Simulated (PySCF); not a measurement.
# Argon: a sound run and one with changed settings

Sound run: Ar [Ar], Ar⁺ [Ne] 3s2 3p5. All numbers are calculated (PySCF 2.14, scalar relativity by spin-free X2C-1e, in x2c-TZVPall). In the sound run the correlated levels freeze [Ne]. The sound run starts from symmetry-adapted Hartree-Fock orbitals and uses a fine grid where one is needed.

Changed run: no relativity, point nucleus. This setting is unsound on purpose.

| species | method | sound run (hartree) | changed run (hartree) | converged |
| --- | --- | --- | --- | --- |
| Ar | UHF | -528.61400 | -526.45963 | yes |
| Ar | PBE | -529.15410 | -526.99201 | yes |
| Ar | B3LYP | -529.37327 | -527.21212 | yes |
| Ar | MP2 | -528.81721 | -526.66277 | yes |
| Ar | CCSD(T) | -528.84288 | -526.68854 | yes |
| Ar⁺ | UHF | -528.07903 | -525.92382 | yes |
| Ar⁺ | PBE | -528.57831 | -526.41535 | yes |
| Ar⁺ | B3LYP | -528.79414 | -526.63218 | yes |
| Ar⁺ | MP2 | -528.24147 | -526.08629 | yes |
| Ar⁺ | CCSD(T) | -528.27237 | -526.11735 | yes |

Ionisation energy of Ar:

| method | sound run (eV) | changed run (eV) |
| --- | --- | --- |
| UHF | 14.557 | 14.580 |
| PBE | 15.668 | 15.692 |
| B3LYP | 15.759 | 15.781 |
| MP2 | 15.667 | 15.687 |
| SCS-MP2 | 15.563 | 15.583 |
| CCSD | 15.484 | 15.503 |
| CCSD(T) | 15.524 | 15.543 |

Most of the change in total energy is the relativistic energy itself. On top of that the contraction fixes the core shape for the Hamiltonian it was made with, so the changed run is not a good calculation with the other Hamiltonian either.

For comparison, NIST gives 15.760 eV between the lowest levels.
